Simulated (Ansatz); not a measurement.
A made-up structure of NaAlH₂O, closed shell:

```
5
angstrom
O -0.8880 -0.8779 -0.0934
Al 0.2764 0.3354 -0.0080
Na 1.8258 -0.5617 1.6016
H -1.4339 -0.6431 -0.6119
H 0.2196 1.7472 -0.8883
```

It is relaxed with PBE-D4/def2-SVP and then PBE0-D4/def2-TZVP (Ansatz 0.2.0). Atoms count as bonded within 1.22 times the sum of their covalent radii (H–H: 0.88 Å). The end point is not checked to be a true minimum.

Question: Does its bonding change? (A judgement: the text doesn't fix the answer.)

Answer: By the calculation: No: no bond forms or breaks.

Where it ends: The first stage lowers the energy by 2.09 eV in 8 steps. It ends as NaAlH₂O ([OH][AlH][Na]):
```xyz
5
angstrom
O -1.0054 -0.7946 -0.2239
Al 0.3059 0.3041 0.0316
Na 2.2914 -0.5795 1.9351
H -1.6952 -0.5573 -0.8449
H 0.1033 1.6274 -0.8978
```

Labels in which every atom is bracketed show which atoms are joined, not bond orders.

For scale, one of the runs: PBE0-D4/def2-TZVP relaxation, 112 basis functions, launched by `ansatz run in.yaml --threads 2 --pin off --events-out ev --progress --plain --max-ram 4352MiB`. Hardware: 2 CPU threads of an Arm Neoverse V1, shared host. Wall time about 14 s.
